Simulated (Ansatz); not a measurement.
**BFH3N (SMILES NBF): a rigid scan of the bond length N1–B2**

The task here is to estimate one member of a computed series from the others.

Program: Ansatz 0.2.0, Gaussian basis. Level of theory: single points in def2-TZVPP. These are calculated values, not measurements.

Levels: PBE-D4, r2SCAN-D4, PBE0-D4, B3LYP-D4, wB97M-V, Hartree-Fock, MP2, CCSD, CCSD(T). The scan takes 1.223, 1.271, 1.342, 1.425, 1.516, 1.615, 1.720, 1.830, 1.945 Å.

Correlated methods freeze the cores. B3LYP uses VWN-RPA correlation.

43 further runs of the same task are left out: 43 set aside as unsound or not needed.

**Where the work starts**

SMILES `NBF`, 6 atoms, charge 0, spin multiplicity 1.

Atoms are counted from 1 here; the program's logs count them from 0.

Bond lengths: N1–B2 1.465 Å, N1–H4 0.999 Å, N1–H5 1.070 Å, B2–F3 1.437 Å, B2–H6 1.177 Å. Angles: B2–N1–H4 109.4°, B2–N1–H5 110.1°, H4–N1–H5 104.6°, N1–B2–F3 120.1°, N1–B2–H6 118.8°, F3–B2–H6 121.1°.

Geometry (Å):

```mol
BFH3N
  3D, bonds by distance, orders not assigned

  6  5  0  0  0  0  0  0  0  0999 V2000
   -0.6716    0.1945   -0.4635 N   0  0
    0.3724   -0.0964    0.5228 B   0  0
    0.1633    0.2203    1.9083 F   0  0
   -0.9063   -0.6429   -0.9541 H   0  0
   -0.2917    0.8521   -1.2175 H   0  0
    1.3759   -0.5916    0.1578 H   0  0
  1  2  8  0
  1  4  8  0
  1  5  8  0
  2  3  8  0
  2  6  8  0
M  END
```

The first run:

File pre/in.yaml:

```yaml
crystal:
  periodic: [false, false, false]
  atoms:
    - {symbol: N, position_ang: [-0.671600, 0.194500, -0.463500]}
    - {symbol: B, position_ang: [0.372400, -0.096400, 0.522800]}
    - {symbol: F, position_ang: [0.163300, 0.220300, 1.908300]}
    - {symbol: H, position_ang: [-0.906300, -0.642900, -0.954100]}
    - {symbol: H, position_ang: [-0.291700, 0.852100, -1.217500]}
    - {symbol: H, position_ang: [1.375900, -0.591600, 0.157800]}
basis:
  gaussian: {orbitals: def2-SVP}
hamiltonian: {xc: pbe, dispersion: d4}
relax: {f_tol: 0.03, max_steps: 250}
```

The command line of these runs was not kept.

Steps of the session up to this table: A first relaxation in a small basis; Relaxation at PBE0-D4; Reference energies at the minimum; N1–B2 = 1.223 Å; N1–B2 = 1.271 Å; N1–B2 = 1.342 Å; N1–B2 = 1.425 Å; N1–B2 = 1.516 Å; N1–B2 = 1.615 Å; N1–B2 = 1.720 Å; N1–B2 = 1.830 Å; N1–B2 = 1.945 Å.

One of the session's tables, all rows but one given; the rest of the session is left out.

Energies less that of the minimum at the same level (kcal/mol):

```
bond length (Å)  PBE-D4  PBE0-D4  B3LYP-D4  wB97M-V  Hartree-Fock
          1.223    20.5     19.1      19.4     19.5          19.3
          1.271     9.8      8.8       9.0      9.1           8.8
          1.342     1.7      1.2       1.3      1.4           1.1
1.389 (minimum)     0.0      0.0       0.0      0.0           0.0
          1.425       ?        ?         ?        ?             ?
          1.516     5.1      6.4       6.0      6.1           7.0
          1.615    14.8     17.2      16.4     16.7          18.6
          1.720    27.8     31.3      30.0     30.7          33.8
          1.830    42.4     47.2      45.4     46.6          50.9
          1.945    57.9     63.9      61.5     63.3          69.0
```

Q: Estimate the row for bond length (Å) = 1.425 from the others.

**Answer.** PBE-D4: 0.2; PBE0-D4: 0.6; B3LYP-D4: 0.5; wB97M-V: 0.5; Hartree-Fock: 0.7.
